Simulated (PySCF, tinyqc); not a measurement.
Worked calculation: CIS and TDHF on RHF in the sto-3g basis, for BH, spin multiplicity 1. The lowest restricted solution is unstable here: a spin-polarised one lies 0.0130 hartree lower (PySCF). One step of it, computed by the program tinyqc.

Task: TDHF (RPA) singlet states. B(ia,jb) = 2 (ia|jb) - (ib|ja); the squared energies are the eigenvalues of (A - B)(A + B); 1 hartree = 27.211386 eV.

CIS matrix A, singlet (hartree):
```
,1>4,1>5,1>6,2>4,2>5,2>6,3>4,3>5,3>6
1>4,6.906459,0.000000,0.000000,0.046157,0.000000,0.000000,0.045446,0.000000,0.000000
1>5,0.000000,6.906459,0.000000,0.000000,0.046157,0.000000,0.000000,0.045446,0.000000
1>6,0.000000,0.000000,7.519053,0.000000,0.000000,0.011999,0.000000,0.000000,0.041861
2>4,0.046157,0.000000,0.000000,0.528107,0.000000,0.000000,0.046877,0.000000,0.000000
2>5,0.000000,0.046157,0.000000,0.000000,0.528107,0.000000,0.000000,0.046877,0.000000
2>6,0.000000,0.000000,0.011999,0.000000,0.000000,1.064860,0.000000,0.000000,-0.038699
3>4,0.045446,0.000000,0.000000,0.046877,0.000000,0.000000,0.134020,0.000000,0.000000
3>5,0.000000,0.045446,0.000000,0.000000,0.046877,0.000000,0.000000,0.134020,0.000000
3>6,0.000000,0.000000,0.041861,0.000000,0.000000,-0.038699,0.000000,0.000000,0.731801
```

Two-electron integrals over orbitals (pq|rs), unique and non-zero (hartree):
```
p,q,r,s,(pq|rs)
1,1,1,1,2.890153
2,1,1,1,-0.224365
2,1,2,1,0.029250
2,2,1,1,0.605006
2,2,2,1,0.000547
2,2,2,2,0.609970
3,1,1,1,-0.219879
3,1,2,1,0.022886
3,1,2,2,-0.020662
3,1,3,1,0.035145
3,2,1,1,0.075556
3,2,2,1,-0.008117
3,2,2,2,-0.074421
3,2,3,1,0.002917
3,2,3,2,0.055329
3,3,1,1,0.703830
3,3,2,1,-0.016726
3,3,2,2,0.413492
3,3,3,1,0.004530
3,3,3,2,0.046891
3,3,3,3,0.582040
4,1,4,1,0.021722
4,2,4,1,0.018673
4,2,4,2,0.058394
4,3,4,1,0.018971
4,3,4,2,0.042166
4,3,4,3,0.065732
4,4,1,1,0.741983
4,4,2,1,-0.008811
4,4,2,2,0.465451
4,4,3,1,-0.007504
4,4,3,2,0.037454
4,4,3,3,0.511896
4,4,4,4,0.586773
5,1,5,1,0.021722
5,2,5,1,0.018673
5,2,5,2,0.058394
5,3,5,1,0.018971
5,3,5,2,0.042166
5,3,5,3,0.065732
5,4,5,4,0.031630
5,5,1,1,0.741983
5,5,2,1,-0.008811
5,5,2,2,0.465451
5,5,3,1,-0.007504
5,5,3,2,0.037454
5,5,3,3,0.511896
5,5,4,4,0.523513
5,5,5,5,0.586773
6,1,1,1,0.147504
6,1,2,1,-0.024361
6,1,2,2,-0.013875
6,1,3,1,-0.005940
6,1,3,2,0.011536
6,1,3,3,0.024630
6,1,4,4,0.004066
6,1,5,5,0.004066
6,1,6,1,0.030588
6,2,1,1,-0.185096
6,2,2,1,0.003631
6,2,2,2,0.013730
6,2,3,1,0.010867
6,2,3,2,-0.050990
6,2,3,3,-0.039929
6,2,4,4,-0.088915
6,2,5,5,-0.088915
6,2,6,1,0.003996
6,2,6,2,0.122675
6,3,1,1,0.078334
6,3,2,1,-0.004618
6,3,2,2,-0.057003
6,3,3,1,0.007450
6,3,3,2,0.046453
6,3,3,3,0.077797
6,3,4,4,0.033201
6,3,5,5,0.033201
6,3,6,1,0.011046
6,3,6,2,-0.050168
6,3,6,3,0.068496
6,4,4,1,-0.012479
6,4,4,2,-0.037747
6,4,4,3,-0.016283
6,4,6,4,0.034167
6,5,5,1,-0.012479
6,5,5,2,-0.037747
6,5,5,3,-0.016283
6,5,6,5,0.034167
6,6,1,1,0.686262
6,6,2,1,-0.004007
6,6,2,2,0.596401
6,6,3,1,-0.019770
6,6,3,2,-0.061636
6,6,3,3,0.458784
6,6,4,4,0.483214
6,6,5,5,0.483214
6,6,6,1,-0.008324
6,6,6,2,0.022824
6,6,6,3,-0.041990
6,6,6,6,0.626029
```

Give: TDHF matrix B, singlet; squared energies w^2; TDHF energies from the positive w^2.

Result:

TDHF matrix B, singlet (hartree):
```
,1>4,1>5,1>6,2>4,2>5,2>6,3>4,3>5,3>6
1>4,0.022,0.000,0.000,0.019,0.000,0.000,0.019,0.000,0.000
1>5,0.000,0.022,0.000,0.000,0.019,0.000,0.000,0.019,0.000
1>6,0.000,0.000,0.031,0.000,0.000,0.004,0.000,0.000,0.011
2>4,0.019,0.000,0.000,0.058,0.000,0.000,0.042,0.000,0.000
2>5,0.000,0.019,0.000,0.000,0.058,0.000,0.000,0.042,0.000
2>6,0.000,0.000,0.004,0.000,0.000,0.123,0.000,0.000,-0.050
3>4,0.019,0.000,0.000,0.042,0.000,0.000,0.066,0.000,0.000
3>5,0.000,0.019,0.000,0.000,0.042,0.000,0.000,0.066,0.000
3>6,0.000,0.000,0.011,0.000,0.000,-0.050,0.000,0.000,0.068
```

squared energies w^2 (hartree^2): 0.013  0.013  0.277  0.277  0.524  1.124  47.706  47.706  56.539

TDHF energies from the positive w^2 (eV): 3.052  3.052  14.320  14.320  19.693  28.843  187.948  187.948  204.609
